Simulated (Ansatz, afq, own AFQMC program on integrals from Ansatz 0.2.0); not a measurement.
## Where AFQMC and coupled cluster stand for InH₂⁺, singlet

```yaml
atoms:
  - { symbol: In, position_ang: [0.0000, 0.0000, 0.0000] }
  - { symbol: H, position_ang: [0.0000, 0.0000, -1.4522] }
  - { symbol: H, position_ang: [0.0000, 0.0000, 1.4522] }
```

Basis def2-TZVP with its core potentials. Noble-gas cores (and the filled d shells of Ga–Kr and In–Xe) are frozen. AFQMC by an in-house program on the Cholesky factors that Ansatz 0.2.0 writes for its CCSD(T) run. ph-AFQMC/CISD is guided by a CISD state made of CCSD amplitudes; releasing the constraint for a short imaginary time cuts its bias at the price of noise, slowly where states lie close. Error bars are statistical, one sigma. No spin–orbit coupling.

Determinant: RHF, the one that the program's search chose, which needn't be the lowest solution. The geometry is a point of a scan.

Full CI on the same integrals is exact in this basis and with this determinant's frozen core.

Cautions: no spin-orbit coupling; inner d shell frozen.

- T1 diagnostic: 0.0072
- weight of the determinant in the CISD state: 0.961
- size of the correlated space: 4 electrons in 53 orbitals

Reference: full CI, correlation energy -1.749 eV. The released energy is read at 2.40 1/Eh (meV from the phaseless value at times in 1/Eh: -0.49 ± 0.25 at 0.24, -0.58 ± 0.18 at 0.51, -0.63 ± 0.17 at 0.99, -0.50 ± 0.22 at 1.62, -0.8 ± 0.3 at 2.40).

```
         level  E − E(reference) (kJ/mol)  share of correlation (%)
            HF                      168.8                      0.00
           MP2                       38.5                     77.18
          CCSD                        1.8                     98.91
       CCSD(T)                        0.5                     99.73
         CCSDT                        0.0                     99.98
      CCSDT(Q)                        0.0                    100.00
 ph-AFQMC/CISD                 0.1 ± 0.02                     99.97
released AFQMC                 0.0 ± 0.02                    100.01
```

CCSDT and higher add their correlation energy to the determinant of the CCSD(T) run, since their own runs factorise the integrals more tightly (a shift of under 2 meV). A walk keeps the symmetry of its determinant, which the program's search chose and which needn't be the lowest solution, so a lower state of the same spin and another symmetry isn't excluded. Released energies are given only where the last usable release times agree within the noise; a slower fall can still hide under it.
